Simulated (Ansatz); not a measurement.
Results of rVV10 (PAW; Ansatz, an electronic-structure program) for zinc-blende AlAs.

Total energies, extrapolated to zero smearing (they compare only within this program, potentials and cutoff):

```json
[
 {"system": "zinc-blende AlAs, relaxed", "energy (eV/atom)": "-2716.8303"},
 {"system": "fcc Al", "energy (eV/atom)": "-547.1777"},
 {"system": "rhombohedral A7 As", "energy (eV/atom)": "-4885.4859"}
]
```

### Question
Work out the enthalpy of formation per atom.

### Answer
ΔH_f ≈ ΔE = -2716.8303 − [1 × (-547.1777) + 1 × (-4885.4859)]/2 = -0.498 eV/atom (0 K, no vibrations). The reference value is -0.61 eV/atom (measured, 298 K, not corrected to a static lattice; as tabulated in Zhang et al. (2018), doi:10.1038/s41524-018-0065-z), a difference of +0.112 eV/atom.

The PAW data were made under PBE.

Note: an element that serves as reference has a cell well above its measured volume.
